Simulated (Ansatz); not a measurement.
Calculated with Ansatz (gas phase, PBE0-D4/def2-TZVP geometries, no zero-point term in ΔE). CBS: MP2 limit from def2 TZ/QZ plus the TZ coupled-cluster correction, frozen cores. This one scheme is used for every species. DFT in def2-TZVPP. One conformer a species, not always the lowest.

Consider the substitution at a C–C bond: `C/C(F)=C/N` + H–F → `NC=C(F)F` + CH₄.

(1) Is it downhill or uphill in electronic energy at CCSD(T)/CBS, and by how much? (An estimate is asked.)

(2) What do these levels give: ωB97X-V, r2SCAN, CCSD/def2-TZVPP, MP2/def2-QZVPP, SCS-MP2/def2-QZVPP, MP2/CBS(def2)? (Best estimate.)

Largest T1 diagnostic among the species: 0.012.

Answers

(1) Computed: Uphill: ΔE = +56.6 kJ/mol.

(2) Ansatz gave: ωB97X-V 39.1, r2SCAN 36.0, CCSD/def2-TZVPP 48.8, MP2/def2-QZVPP 63.1, SCS-MP2/def2-QZVPP 56.3, MP2/CBS(def2) 65.8 kJ/mol.

From PBE to PBE0 (25 % exact exchange), in def2-TZVPP and without D4, ΔE moves by +5.0 kJ/mol. The D4 term adds +5.6 kJ/mol with B3LYP and +3.1 kJ/mol with PBE0; it sums over pairs of atoms, weighted by their polarisabilities, and B3LYP, whose exchange is more repulsive, gets the larger term.

B3LYP here is the variant with VWN-RPA as its local correlation; programs differ in this.
